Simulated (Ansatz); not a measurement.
# Worked example: CH2ClF + C3H7 → CH2F + C3H7Cl

Species: CH2ClF (chlorofluoromethane) `FCCl`, singlet; C3H7 (methylethyl) `C[CH]C`, doublet; CH2F `[CH2]F`, doublet; C3H7Cl (2-chloropropane) `CC(C)Cl`, singlet. A radical takes Cl: the energy is the difference in strength between two C–Cl bonds in different surroundings.

Shapes, held fixed at every level: PBE0-D4/def2-TZVP. Programs: Ansatz 0.2.0. The zero-point and thermal change to 298 K, harmonic and unscaled (PBE0-D4/def2-TZVP), is +0.2 kJ/mol.

At CCSD(T)/CBS estimate; 1 Eh = 2625.50 kJ/mol:

| species | energy (Eh) |
| --- | --- |
| CH2ClF | -598.811393 |
| C3H7 | -118.310197 |
| CH2F | -138.960355 |
| C3H7Cl | -578.162311 |

Work out ΔH(298 K) of the reaction at this level.


1. Products less reactants: (-138.960355) + (-578.162311) − [(-598.811393) + (-118.310197)] = -0.001076 Eh = -2.8 kJ/mol.
2. With the thermal change: -2.8 + (+0.2) = -2.6 kJ/mol.

Other levels give -7.6 (MP2/def2-TZVPP) to +7.8 kJ/mol (PBE-D4/def2-TZVPP). No measured value is set beside it here. Open shells run unrestricted unless RO is named. The CBS estimate extrapolates MP2 from def2-TZVPP and def2-QZVPP and adds CCSD(T) − MP2 in the triple-zeta set, cores frozen.
